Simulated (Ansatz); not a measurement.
Input file:

```yaml
crystal:
  periodic: [false, false, false]
  atoms:
    - {symbol: Ge, position_ang: [0.000000, 0.000000, 0.000000]}
    - {symbol: O, position_ang: [0.000000, 0.000000, 1.622593]}
basis:
  gaussian: {orbitals: 6-31G}
magnetization: {spin_polarized: false, initial_magnetization: 2}
correlation: {method: fic_mrcisd_q_relaxed, electrons: outside_noble_gas, active_space: {window: {electrons: 2, orbitals: 4}}}
```

```sh
$ ansatz run in.yaml --threads 1 --pin off --events-out ev --progress --plain --max-ram 2176MiB
```

The program prints:

```
330 factors; integrals over basis functions are off by at most 5.8e-4 eV
mean field evaluation 1: about -58492.7896 eV, gradient 3.7e1 eV
mean field evaluation 2: about -58492.7954 eV, gradient 3.7e1 eV
mean field evaluation 4: about -58496.9659 eV, gradient 2.4e0 eV
mean field evaluation 8: about -58497.4103 eV, gradient 7.9e-1 eV
mean field evaluation 16: about -58497.4127 eV, gradient 1.6e-2 eV
mean field evaluation 32: about -58497.4835 eV, gradient 7.0e-1 eV
mean field evaluation 64: about -58497.4127 eV, gradient 2.2e-5 eV
mean field evaluation 96: about -58497.7819 eV, gradient 2.2e-6 eV
mean field evaluation 128: about -58498.0049 eV, gradient 2.2e0 eV
mean field evaluation 160: about -58498.1268 eV, gradient 4.9e-1 eV
mean field evaluation 192: about -58497.4119 eV, gradient 1.5e-1 eV
mean field -58498.13161599 eV, -2149.7666854298 hartree, gradient 1.4e-6 eV, S^2 2.000000; 17 other end points of the search recorded, 0 dependent functions left out
reference -58498.13161599 eV, -2149.7666854298 hartree; 21, 19 occupied and 17, 19 virtual orbitals, 330 factors
state -58498.13323395 eV, -2149.7667448889 hartree
contracted CI cycle   1: correlation 0.00000000 eV, 0.0000000000 hartree, residual 1.65e1 eV
contracted CI cycle   2: correlation -3.16685479 eV, -0.1163797671 hartree, residual 3.30e0 eV
contracted CI cycle   3: correlation -3.36465248 eV, -0.1236486980 hartree, residual 1.20e0 eV
contracted CI cycle   4: correlation -3.39029130 eV, -0.1245909073 hartree, residual 4.13e-1 eV
contracted CI cycle   5: correlation -3.39523123 eV, -0.1247724464 hartree, residual 2.33e-1 eV
contracted CI cycle   6: correlation -3.39706191 eV, -0.1248397225 hartree, residual 1.54e-1 eV
contracted CI cycle   7: correlation -3.39773439 eV, -0.1248644356 hartree, residual 9.51e-2 eV
contracted CI cycle   8: correlation -3.39791996 eV, -0.1248712554 hartree, residual 4.05e-2 eV
contracted CI cycle   9: correlation -3.39794974 eV, -0.1248723497 hartree, residual 1.58e-2 eV
contracted CI cycle  10: correlation -3.39795437 eV, -0.1248725199 hartree, residual 6.46e-3 eV
contracted CI cycle  11: correlation -3.39795507 eV, -0.1248725455 hartree, residual 2.35e-3 eV
contracted CI cycle  12: correlation -3.39795516 eV, -0.1248725490 hartree, residual 8.42e-4 eV
state -58498.13323395 eV, -2149.7667448889 hartree; corrected -58501.76819243 eV, -2149.9003271491 hartree
WARN: 2 active orbitals are nearly empty or full. The corrections depend on them more than the energy does, and are more stable in an active space without them
Total energy: -58501.76819243 eV, -2149.9003271491 hartree
```

Natural occupations: 1.0000 1.0000 0.0000 0.0000.

Ran on 1 thread of Intel Xeon Platinum 8375C, shared host: 10 s wall, 0.13 GiB peak host memory.
